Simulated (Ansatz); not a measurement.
# HNO₃: ionisation energy by level of theory

Aim: the vertical ionisation energy of HNO₃, as cation minus neutral at the neutral's geometry, on several levels, and how well −ε(HOMO) stands in for it.

Program: Ansatz 0.2.0, Gaussian basis. Level of theory: unrestricted cation, the program's frozen cores in correlated methods. These are calculated values, not measurements.

Plan: UKS PBE-D4/def2-TZVPP; UKS r2SCAN-D4/def2-TZVPP; UKS PBE0-D4/def2-TZVPP; UKS B3LYP-D4/def2-TZVPP; UKS wB97X-V/def2-TZVPP; UKS wB97M-V/def2-TZVPP; UKS B2PLYP/def2-TZVPP; UHF-CCSD(T)/def2-TZVPP; UHF-MP2/def2-QZVPP; extrapolation to the limit; then −ε(HOMO) from the neutral's earlier runs with LDA (SPW92), PBE-D4, revPBE-D4, BLYP-D4, r2SCAN-D4, B97M-V, PBE0-D4, B3LYP-D4, r2SCANh-D4, r2SCAN0-D4, HSE06-D4, BHLYP-D4, CAM-B3LYP-D4, LC-ωPBE, ωB97X-V, ωB97M-V.

### Step 1. The relaxed structure

The geometry comes from an earlier relaxation with PBE0-D4 in a triple-zeta def2 set; it is a stationary point.

5 atoms, charge 0, spin multiplicity 1.

Atoms are counted from 1 here; the program's logs count them from 0.

Bond lengths: O1–N2 1.180 Å, N2–O3 1.353 Å, O3–O4 1.401 Å, O4–H5 0.984 Å. Angles: O1–N2–O3 114.6°, N2–O3–O4 114.1°, O3–O4–H5 101.0°.

### Step 2. Cation, UKS PBE-D4/def2-TZVPP

Contents of in.yaml:

```yaml
crystal:
  periodic: [false, false, false]
  atoms:
    - {symbol: O, position_ang: [0.136323, -0.835291, 0.979144]}
    - {symbol: N, position_ang: [-0.871815, -0.628267, 0.401018]}
    - {symbol: O, position_ang: [-0.775156, 0.288655, -0.588927]}
    - {symbol: O, position_ang: [0.508585, 0.826855, -0.747666]}
    - {symbol: H, position_ang: [1.002064, 0.348049, -0.043550]}
basis:
  gaussian: {orbitals: def2-TZVPP}
total_charge: 1
magnetization: {spin_polarized: true, initial_magnetization: 1}
hamiltonian: {xc: pbe, dispersion: d4}
```

Command:

```sh
ansatz run in.yaml --threads 4 --pin off --events-out ev --progress --plain --max-ram 10444MiB
```

After this run come: Cation, UKS r2SCAN-D4/def2-TZVPP; Cation, UKS PBE0-D4/def2-TZVPP; Cation, UKS B3LYP-D4/def2-TZVPP; Cation, UKS wB97X-V/def2-TZVPP; Cation, UKS wB97M-V/def2-TZVPP; Cation, UKS B2PLYP (frozen core)/def2-TZVPP; Cation, UHF-CCSD(T)/def2-TZVPP; Cation, UHF-MP2/def2-QZVPP.

Before running them: what should the planned runs give, taken together? Wanted: ionisation energy, CCSD(T)/def2-TZVPP; nearest functional by difference; nearest −ε(HOMO); −ε(HOMO) of PBE; T1 of the cation.

The runs gave:

| quantity | value |
| --- | --- |
| ionisation energy, CCSD(T)/def2-TZVPP | 11.73 eV |
| nearest functional by difference | r2SCAN-D4 (-0.05 eV) |
| nearest −ε(HOMO) | LC-ωPBE (+0.14 eV) |
| −ε(HOMO) of PBE | 7.42 eV |
| T1 of the cation | 0.060 |

**Reading.** Energy differences with functionals land within 0.19 eV of the reference. −ε(HOMO) of PBE misses by 4.3 eV, since self-interaction lifts the level. Among orbital estimates LC-ωPBE comes nearest. Hartree-Fock falls 0.80 eV short, as the neutral has more correlation energy than the cation. The cation's T1 (from the report) is 0.060, above the customary mark of 0.045 for open shells, so the coupled-cluster value is less safe.
